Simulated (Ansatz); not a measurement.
# CHAlP (quartet): from Hartree-Fock to the top rungs, cc-pVDZ

One table from this session's results is given with a row withheld; the runs are named, their logs left out.

Program: Ansatz 0.2.0, Gaussian basis. Level of theory: cc-pVDZ, core rule «outside noble gas», up to 11 orbitals frozen. These are calculated values, not measurements.

The runs, in order: UHF; CCSD(T) on ROHF; CCSD(T) on UHF; BCCD(T) on ROHF; CISD as a restricted active space (open shells left free, so some higher excitations enter); CCSDT(Q) on ROHF; CCSDT(Q) on UHF.

18 further runs of the same task are left out: 6 that didn't finish, 12 set aside as unsound or not needed. Runs told in other sessions of the task aren't counted.

## The system

The geometry is a PBE0/def2-TZVP stationary point (not a proven minimum) of the parent state, kept for this charge and spin.

4 atoms, charge 0, spin multiplicity 4.

Atoms are counted from 1 here; the program's logs count them from 0.

Bond lengths: Al1–C3 1.813 Å, Al1–H4 1.559 Å, P2–C3 1.575 Å. Angles: C3–Al1–H4 180.0°, Al1–C3–P2 180.0°.

Set-up of the first run:

in.yaml

```yaml
crystal:
  periodic: [false, false, false]
  atoms:
    - {symbol: Al, position_ang: [0.000000, 0.000000, -0.910497]}
    - {symbol: P, position_ang: [0.000000, 0.000000, 2.477321]}
    - {symbol: C, position_ang: [0.000000, 0.000000, 0.902670]}
    - {symbol: H, position_ang: [0.000000, 0.000000, -2.469495]}
basis:
  gaussian: {orbitals: cc-pVDZ}
magnetization: {spin_polarized: true, initial_magnetization: 3}
hamiltonian: {xc: hf}
output: {orbitals: {seedname: orbitals}}
```

On the command line:

```bash
$ ansatz run in.yaml --threads 1 --pin off --events-out ev --progress --plain --max-ram 2393MiB
```

Steps of the session up to this table: UHF; CCSD(T) on ROHF; CCSD(T) on UHF; BCCD(T) on ROHF; CISD as a restricted active space (open shells left free, so some higher excitations enter); CCSDT(Q) on ROHF; CCSDT(Q) on UHF.

One of the session's tables, all rows but one given; the rest of the session is left out.

| method | from RCCSDT(Q) (kJ/mol) |
| --- | --- |
| ROHF | +808.5 |
| UHF | +772.3 |
| RMP2 | +133.2 |
| UMP2 | +154.3 |
| CISD | +122.2 |
| RCCSD | +43.0 |
| UCCSD | ? |
| RCCSD(T) | +9.4 |
| UCCSD(T) | +10.3 |
| BCCD(T) | +9.9 |
| RCCSDT | +3.6 |
| UCCSDT | +3.5 |
| RCCSDT(Q) | 0 |
| UCCSDT(Q) | -0.3 |

Q: Estimate the row for UCCSD from the others.

The run gave: from RCCSDT(Q) (kJ/mol): +41.9. In the column «from RCCSDT(Q) (kJ/mol)» it lies between UCCSD(T) (+10.3) and RCCSD (+43.0).

To keep in mind: Restricted and unrestricted rows rest on different reference determinants; a gap between their highest levels can come from leftover correlation error, from unlike frozen cores or from another state.
